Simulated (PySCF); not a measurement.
Geometry:
```
atom   x (Å)   y (Å)   z (Å)
  C1  -1.703  -0.529   0.074
  C2  -1.332   0.852   0.511
  C3  -0.412   0.078  -0.391
  C4   0.874  -0.428   0.155
  C5   2.166   0.126  -0.317
  S6   1.848  -1.551  -0.890
  H7  -1.651  -1.326   0.800
  H8  -2.498  -0.649  -0.646
  H9  -1.868   1.688   0.090
 H10  -1.030   1.000   1.536
 H11  -0.350   0.386  -1.428
 H12   0.827  -0.754   1.190
 H13   2.983   0.225   0.385
 H14   2.146   0.881  -1.092
```

Geometry: GFN2-xTB; GIAO shifts from PySCF, gas phase, non-relativistic, averaged over equivalent atoms.

At KT2/3-21G (74 basis functions, 12 s wall time on 1 thread of an Arm Neoverse N1, shared host):
```tsv
atoms	δ (ppm)
C4	37.6
C5	22.9
C3	20.8
C2	10.6
C1	8.8
H13	2.53
H14	2.29
H12	2.16
H9	1.03
H8	0.99
H10	0.84
H7	0.75
H11	0.34
```

Scale: TMS for ¹³C (207.75 ppm) and ¹H (33.21 ppm) (reference shieldings calculated alike).

Estimate the result of repeating the calculation with PBE0/pcSseg-1.

Answers


```
atoms  δ at PBE0/pcSseg-1  change
   C4                42.8    +5.2
   C5                27.3    +4.4
   C3                20.4    -0.4
   C2                 8.4    -2.2
   C1                 7.1    -1.7
  H13                2.43   -0.10
  H14                2.17   -0.12
  H12                1.90   -0.26
   H9                0.65   -0.38
   H8                0.69   -0.30
  H10                0.38   -0.46
   H7                0.41   -0.34
  H11                0.21   -0.13
```

δ = σ(ref) − σ, references computed at the same level: TMS for ¹³C (σref 186.93), ¹H (σref 31.72).

The largest change is at C4 (thiirane ring carbon). Cost: 149 basis functions, 32 s wall time on 1 thread of an Arm Neoverse N1, shared host. The order of the carbon signals is the same at both levels.
